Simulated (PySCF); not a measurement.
Structure problem from calculated spectra and properties.

Formula: C3H3N2; charge -1.

| Item | Value |
| --- | --- |
| NMR, other nuclei | isotropic shieldings of nuclei other than C and H, by class: -24 (2 N) ppm [GIAO PBE0/pcSseg-1] |
| 13C NMR | chemical shifts (computed TMS as zero) by class: 144.6 (1 C), 125.2 (2 C) ppm [GIAO PBE0/pcSseg-1] |
| Rotational structure | rotational constants A, B, C: 10.353, 9.679, 5.002 GHz [PBE0-D3(BJ)/def2-SVP] |
| 1H NMR | chemical shifts (computed TMS as zero) by class: 6.84 (1 H), 6.49 (2 H) ppm [GIAO PBE0/pcSseg-1] |
| XPS | C1s 284.7 (×2), C1s 285.1, N1s 398.1 (×2) eV [ΔSCF SCAN, pcX-2 on the ionised atom, pcseg-1 elsewhere, spin-free X2C] |
| Couplings | largest of the computed one-bond spin–spin couplings (means over like bonds): 13C–1H +187.1, 13C–1H +173.1 (×2), 13C–13C +66.3, 15N–13C +2.7 (×2), 15N–13C +1.2 (×2) Hz [B3LYP/pcJ-1] |

The electronic properties come from PySCF, for the isolated species, density fitting. Levels stand in brackets. Geometry: PBE0-D3(BJ)/def2-SVP; no solvent, vibrations or thermal averaging. The geometry's basis has no diffuse functions, a weakness for an anion. No diffuse functions stand in pcJ-1 and pcSseg-1, which bears on an anion's orbital energies. NMR classes are plain means over equivalent atoms (diastereotopic ones count apart unless rotation or inversion swaps them), as if these changed places fast.

Question: Give a SMILES that accounts for the data.

Answer: Numbering: `[cH:1]1[cH:2][n-:3][cH:4][n:5]1`. 3 carbons fall into 2 classes; from least to most shielded: aromatic CH next to a ring nitrogen [C4] (144.6 ppm), aromatic CH next to a ring nitrogen [C1/C2] (125.2 ppm, 2 C). Hydrogen classes from least to most shielded: 1 H on an aromatic CH next to a ring nitrogen, C4 (6.84 ppm), 2 H on 2 like atoms (aromatic CH next to a ring nitrogen), C1/C2 (6.49 ppm). The other shieldings belong to: -24 ppm, nitrogen bonded to 2 C [N3/N5]. The couplings run between: +187.1 Hz, aromatic CH next to a ring nitrogen [C4] and its hydrogen; +173.1 Hz, aromatic CH next to a ring nitrogen [C1] and its hydrogen (with 1 like pair); +66.3 Hz, aromatic CH next to a ring nitrogen [C1] and aromatic CH next to a ring nitrogen [C2]; +2.7 Hz, nitrogen bonded to 2 C [N3] and aromatic CH next to a ring nitrogen [C4] (with 1 like pair); +1.2 Hz, nitrogen bonded to 2 C [N5] and aromatic CH next to a ring nitrogen [C1] (with 1 like pair). The core levels belong to: C1s 284.7 eV, aromatic CH next to a ring nitrogen [C1/C2]; C1s 285.1 eV, aromatic CH next to a ring nitrogen [C4]; N1s 398.1 eV, nitrogen bonded to 2 C [N3/N5]. The optimised geometry has point group C2v and is an asymmetric top. Structure: `c1c[n-]cn1`. Computed isomers that give other values at the same levels: `c1cn[n-]c1` (core binding energies: C1s 284.3, C1s 284.8 (×2), N1s 398.4 (×2) eV). The assignments are read from this structure; whether some other isomer fits the data as well wasn't checked.
